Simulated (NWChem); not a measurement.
System: CH3 cation

Input file for NWChem:

```
start job
memory heap 200 mb stack 900 mb global 1100 mb
charge 1
geometry units angstroms
  C      0.000000     0.000000     0.000000
  H      0.780694     0.780694     0.000000
  H      0.285754    -1.066448     0.000000
  H     -1.066448     0.285754     0.000000
end
basis spherical
  * library def2-svp
end
dft
  xc xpbe96 cpbe96
  iterations 150
end
driver
  maxiter 120
end
task dft optimize
task dft freq
```

NWChem printed, in part:

```
             Northwest Computational Chemistry Package (NWChem) 7.3.0
             --------------------------------------------------------

 D3H symmetry detected

                             Geometry "geometry" -> ""
                             -------------------------

 Output coordinates in angstroms (scale by  1.889725989 to convert to a.u.)

  No.       Tag          Charge          X              Y              Z
 ---- ---------------- ---------- -------------- -------------- --------------
    1 C                    6.0000     0.00000000     0.00000000     0.00000000
    2 H                    1.0000     0.78069409     0.78069409     0.00000000
    3 H                    1.0000     0.28575387    -1.06644797     0.00000000
    4 H                    1.0000    -1.06644797     0.28575387     0.00000000

 Effective nuclear repulsion energy (a.u.)       9.4575249859

      Symmetry information
      --------------------

 Group name             D3h
 Group number             27
 Group order              12
 No. of unique centers     2

                                Z-matrix (autoz)
                                --------

 Units are Angstrom for bonds and degrees for angles

      Type          Name      I     J     K     L     M      Value
      ----------- --------  ----- ----- ----- ----- ----- ----------
    1 Stretch                  1     2                       1.10407
    2 Stretch                  1     3                       1.10407
    3 Stretch                  1     4                       1.10407
    4 Bend                     2     1     3               120.00000
    5 Bend                     2     1     4               120.00000
    6 Bend                     3     1     4               120.00000
    7 Torsion                  2     1     3     4         180.00000
    8 Torsion                  2     1     4     3         180.00000
    9 Torsion                  3     1     2     4         180.00000
   10 Torsion                  2     4     1     3         180.00000
   11 Torsion                  3     2     1     4         180.00000
   12 Torsion                  2     3     1     4         180.00000

  pbe96 is a nonlocal functional; adding pw91lda local functional.

                           NWChem Geometry Optimization
                           ----------------------------

 maximum gradient threshold         (gmax) =   0.000450
 rms gradient threshold             (grms) =   0.000300
 maximum cartesian step threshold   (xmax) =   0.001800
 rms cartesian step threshold       (xrms) =   0.001200
 fixed trust radius                (trust) =   0.300000
 source of zmatrix                         =   autoz

          -------------------
          Energy Minimization
          -------------------

 Using diagonal initial Hessian
 Scaling for Hessian diagonals: bonds = 1.00  angles = 0.25  torsions = 0.10

          --------
          Step   0

                                 NWChem DFT Module
                                 -----------------

 Summary of "ao basis" -> "ao basis" (spherical)
 ------------------------------------------------------------------------------
       Tag                 Description            Shells   Functions and Types
 ---------------- ------------------------------  ------  ---------------------
 C                          def2-svp                 6       14   3s2p1d
 H                          def2-svp                 3        5   2s1p

      Symmetry analysis of basis
      --------------------------

        a1'         7
        a1"         0
        a2'         1
        a2"         3
        e'         14
        e"          4

  Rotation of axis

            General Information
            -------------------
          SCF calculation type: DFT
          Wavefunction type:  closed shell.
          No. of atoms     :     4
          No. of electrons :     8
           Alpha electrons :     4
            Beta electrons :     4
          Charge           :     1
          Spin multiplicity:     1
          Use of symmetry is: on ; symmetry adaption is: on
          Maximum number of iterations: 150
          AO basis - number of functions:    29
                     number of shells:    15
          Convergence on energy requested:  1.00D-06
          Convergence on density requested:  1.00D-05
          Convergence on gradient requested:  5.00D-04

              XC Information
              --------------
          PerdewBurkeErnzerhof Exchange Functional  1.000
            Perdew 1991 LDA Correlation Functional  1.000 local
           PerdewBurkeErnz. Correlation Functional  1.000 non-local

[...]

      ----------------------
      Optimization converged
      ----------------------

  Step       Energy      Delta E   Gmax     Grms     Xrms     Xmax
  ---- ---------------- -------- -------- -------- -------- --------
@    2     -39.37466867 -1.3D-08  0.00000  0.00000  0.00008  0.00015
                                     ok       ok       ok       ok

                                Z-matrix (autoz)
                                --------

 Units are Angstrom for bonds and degrees for angles

      Type          Name      I     J     K     L     M      Value     Gradient
      ----------- --------  ----- ----- ----- ----- ----- ---------- ----------
    1 Stretch                  1     2                       1.11350    0.00000
    2 Stretch                  1     3                       1.11350    0.00000
    3 Stretch                  1     4                       1.11350    0.00000
    4 Bend                     2     1     3               120.00000    0.00000
    5 Bend                     2     1     4               120.00000   -0.00000
    6 Bend                     3     1     4               120.00000   -0.00000
    7 Torsion                  2     1     3     4         180.00000    0.00000
    8 Torsion                  2     1     4     3         180.00000   -0.00000
    9 Torsion                  3     1     2     4         180.00000   -0.00000
   10 Torsion                  2     4     1     3         180.00000    0.00000
   11 Torsion                  3     2     1     4         180.00000    0.00000
   12 Torsion                  2     3     1     4         180.00000   -0.00000

                         Geometry "geometry" -> "geometry"
                         ---------------------------------

 Output coordinates in angstroms (scale by  1.889725989 to convert to a.u.)

  No.       Tag          Charge          X              Y              Z
 ---- ---------------- ---------- -------------- -------------- --------------
    1 C                    6.0000     0.00000000     0.00000000     0.00000000
    2 H                    1.0000     0.78736082     0.78736082     0.00000000
    3 H                    1.0000     0.28819406    -1.07555489     0.00000000
    4 H                    1.0000    -1.07555489     0.28819406     0.00000000

 Effective nuclear repulsion energy (a.u.)       9.3774463705

      Symmetry information
      --------------------

 Group name             D3h
 Group number             27
 Group order              12
 No. of unique centers     2

                Final and change from initial internal coordinates
                --------------------------------------------------

                                Z-matrix (autoz)
                                --------

 Units are Angstrom for bonds and degrees for angles

[...]

 Rotational Constants
 --------------------
 A=   8.993860 cm-1  ( 12.939868 K)
 B=   8.993860 cm-1  ( 12.939868 K)
 C=   4.496930 cm-1  (  6.469934 K)

 Temperature                      =   298.15K
 frequency scaling parameter      =   1.0000

 Zero-Point correction to Energy  =   18.986 kcal/mol  (  0.030256 au)
 Thermal correction to Energy     =   20.781 kcal/mol  (  0.033116 au)
 Thermal correction to Enthalpy   =   21.373 kcal/mol  (  0.034060 au)

 Total Entropy                    =   44.716 cal/mol-K
   - Translational                =   34.053 cal/mol-K (mol. weight =  15.0235)
   - Rotational                   =   10.593 cal/mol-K (symmetry #  =        6)
   - Vibrational                  =    0.070 cal/mol-K

 Cv (constant volume heat capacity) =    6.350 cal/mol-K
   - Translational                  =    2.979 cal/mol-K
   - Rotational                     =    2.979 cal/mol-K
   - Vibrational                    =    0.391 cal/mol-K

[normal modes left out]

 ----------------------------------------------------------------------------
 Normal Eigenvalue ||           Projected Infra Red Intensities
  Mode   [cm**-1]  || [atomic units] [(debye/angs)**2] [(KM/mol)] [arbitrary]
 ------ ---------- || -------------- ----------------- ---------- -----------
    1       -0.000 ||    0.047460           1.095        46.266      12.551
    2        0.000 ||    0.013017           0.300        12.690       3.442
    3        0.000 ||    0.064562           1.489        62.938      17.073
    4        0.000 ||    0.046222           1.066        45.059      12.223
    5        0.000 ||    0.006086           0.140         5.932       1.609
    6        0.000 ||    0.022341           0.515        21.779       5.908
    7     1329.830 ||    0.023189           0.535        22.605       6.132
    8     1329.830 ||    0.023189           0.535        22.605       6.132
    9     1356.879 ||    0.010196           0.235         9.939       2.696
   10     2947.252 ||    0.000000           0.000         0.000       0.000
   11     3161.790 ||    0.098759           2.278        96.275      26.116
   12     3161.791 ||    0.098759           2.278        96.275      26.116
 ----------------------------------------------------------------------------
```

Level: PBE/def2-SVP.
